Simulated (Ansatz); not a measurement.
Geometry optimisation, Ansatz, UKS PBE-D4/6-31G*.

input.yaml

```yaml
crystal:
  periodic: [false, false, false]
  atoms:
    - { symbol: C, position_ang: [-0.6986, 0.868, -0.0686] }
    - { symbol: O, position_ang: [0.5224, 0.4883, 0.2476] }
    - { symbol: C, position_ang: [0.7225, -0.8479, 0.0799] }
    - { symbol: O, position_ang: [0.0524, -1.6973, -0.2993] }
    - { symbol: H, position_ang: [-1.4638, 0.1839, -0.4461] }
    - { symbol: H, position_ang: [-0.8981, 1.9866, 0.0498] }
    - { symbol: H, position_ang: [1.8244, -1.0497, 0.3911] }
magnetization:
  spin_polarized: true
  initial_magnetization: 1
basis:
  gaussian: { orbitals: "6-31G*" }
hamiltonian:
  xc: pbe
  dispersion: d4
relax:
  f_tol: 0.015
  max_steps: 40
```

Launched with:

```bash
$ ansatz run input.yaml --threads 1 --pin off --max-ram 2048MiB --backend cpu --events-out ev --progress --plain --runs-dir out
```

Task: Where does it end, and by what steps?

Result: The forces met the threshold. After 7 steps the energy has fallen by 0.502 eV; C3 moved furthest, 0.07 Å.

| step | energy less start (eV) | largest force component (eV/Å) | accepted |
| --- | --- | --- | --- |
| 0 | 0.0000 | 7.489 | yes |
| 1 | -0.4362 | 2.150 | yes |
| 2 | -0.4634 | 1.003 | yes |
| 3 | -0.4931 | 0.583 | yes |
| 4 | -0.4971 | 0.631 | yes |
| 5 | -0.5021 | 0.085 | yes |
| 6 | -0.5023 | 0.021 | yes |
| 7 | -0.5024 | 0.004 | yes |

```xyz
7
Properties=species:S:1:pos:R:3
C -0.737 0.906 -0.081
O 0.517 0.475 0.245
C 0.790 -0.869 0.092
O 0.007 -1.704 -0.310
H -1.466 0.186 -0.447
H -0.889 1.973 0.057
H 1.840 -1.036 0.400
```

Whether the end is a true minimum wasn't checked by a vibrational analysis.

The run took 44 s on 1 thread of Intel(R) Xeon(R) Processor @ 2.50GHz (Skylake/Cascade Lake), on a shared host, peak memory 0.14 GiB.
